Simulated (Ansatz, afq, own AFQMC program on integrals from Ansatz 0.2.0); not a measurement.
**Where AFQMC and coupled cluster stand for CH₃Cl, triplet**

```xyz
5

Cl   -0.8719    0.0000    0.0000
H     0.4069    0.0000    0.0000
C     2.1151    0.0000    0.0000
H     2.5295    0.0000    0.9962
H     2.5295    0.0000   -0.9962
```

Connectivity, by distances: ClH ··· CH2.

Basis cc-pVTZ. Noble-gas cores (and the filled d shells of Ga–Kr and In–Xe) are frozen. Integrals, coupled cluster, full CI and functionals: Ansatz 0.2.0; the random walks run on the same integrals in our own AFQMC program. ph-AFQMC/CISD is guided by a CISD state made of CCSD amplitudes; releasing the constraint for a short imaginary time cuts its bias at the price of noise, slowly where states lie close. Error bars are statistical, one sigma.

Determinant: UHF, the one that the program's search chose, which needn't be the lowest solution. The geometry is a point of a scan.

No full CI on the walks' own integrals is used here. The released AFQMC energy serves as the reference, which it does only where one determinant dominates, the energy is flat over the last release times and near the phaseless one (40 meV or 2 meV an electron, half that with transition metals). On small molecules, where full CI could be run and the noise was under 10 meV, such values lay within 10 meV of it in 19 cases of 20, a flattering rate, since the rule was set on those same cases; what remains of the bias isn't in the error bar.

Cautions: lower spins were not checked; the released value is read at 1.62 1/Eh, later times being too noisy (meV from the phaseless value at times in 1/Eh: 0 ± 5 at 0.24, 2 ± 5 at 0.51, -3 ± 5 at 0.99, -7 ± 8 at 1.62, 8 ± 14 at 2.40).

```
T1 diagnostic                               : 0.0106
weight of the determinant in the CISD state : 0.872
⟨S²⟩ of the determinant                     : 2.022
size of the correlated space                : 14 electrons in 100 orbitals
```

Reference: AFQMC with the constraint released, correlation energy -10.363 ± 0.008 eV.

```json
{"level": "HF", "E − E(reference) (kJ/mol)": "999.9 ± 0.8", "share of correlation (%)": "0.00"}
{"level": "MP2", "E − E(reference) (kJ/mol)": "136.6 ± 0.8", "share of correlation (%)": "86.34"}
{"level": "CCSD", "E − E(reference) (kJ/mol)": "36.7 ± 0.8", "share of correlation (%)": "96.33"}
{"level": "CCSD(T)", "E − E(reference) (kJ/mol)": "4.7 ± 0.8", "share of correlation (%)": "99.53"}
{"level": "ph-AFQMC/CISD", "E − E(reference) (kJ/mol)": "0.7 ± 1.0", "share of correlation (%)": "99.93"}
```

A walk keeps the symmetry of its determinant, which the program's search chose and which needn't be the lowest solution, so a lower state of the same spin and another symmetry isn't excluded. Released energies are given only where the last usable release times agree within the noise; a slower fall can still hide under it.
